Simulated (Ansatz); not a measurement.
Input for Ansatz (development build ahead of 0.2.0):

```yaml
crystal:
  periodic: [false, false, false]
  atoms:
    - { symbol: C, position_ang: [0.00307, -0.00885, -1.23546] }
    - { symbol: C, position_ang: [-0.00343, 0.00057, 0.2051] }
    - { symbol: C, position_ang: [0.00734, 0.00668, 1.42404] }
    - { symbol: H, position_ang: [-0.00639, -1.02582, -1.64217] }
    - { symbol: H, position_ang: [-0.88697, 0.51989, -1.62732] }
    - { symbol: H, position_ang: [0.88278, 0.51544, -1.62784] }
    - { symbol: H, position_ang: [-0.00606, 0.00765, 2.49712] }
basis:
  gaussian: { orbitals: def2-TZVP }
hamiltonian:
  xc: hf
correlation:
  method: mp2
  frozen_orbitals: { C: 1, H: 0 }
```

The input is written out in the form of the current development build from the run's settings.

The run gave:

* Converged: yes
* Reference energy: -115.90754 hartree
* Correlation energy: -0.47262 hartree
* Total energy: -116.38016 hartree
* Spin squared of the determinant: 0.000
